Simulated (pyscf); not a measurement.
Thermochemistry of product channels of F–N•–F + hydrogen (H₂) on the doublet surface, in kcal/mol, from ωB97M-D3(BJ)/def2-TZVP energies (ideal gas, 1 atm, RRHO with modes under 100 cm⁻¹ raised to 100, one conformer, R ln 2 for rigid chiral ones). Structures and frequencies: ωB97X-D3(BJ)/def2-SVP in PySCF.

```
products                                                  ΔE  ΔH(298 K)  ΔG(298 K)   ΔG(900 K)
-----------------------------------------------------  -----  ---------  ---------  ----------
F atom (F•) + H₂N–F                                     +0.3       +6.8       +6.8  (withheld)
F–NH–F + H atom (H•)                                   +28.6      +30.4      +31.3       +33.4
hydrogen fluoride (HF) + •HN–F                         -40.4      -36.4      -38.1  (withheld)
hydrogen fluoride (HF) + :N–F [triplet] + H atom (H•)  +39.2      +37.7      +29.0  (withheld)
```

Problem. Complete the blanks.

Solution. 
- F atom (F•) + H₂N–F, ΔG(900 K): +7.5
- hydrogen fluoride (HF) + •HN–F, ΔG(900 K): -41.0
- hydrogen fluoride (HF) + :N–F [triplet] + H atom (H•), ΔG(900 K): +10.9

These are energies of the channels, which say nothing of barriers. Left out: orbital degeneracy and the spin-orbit lowering of F.
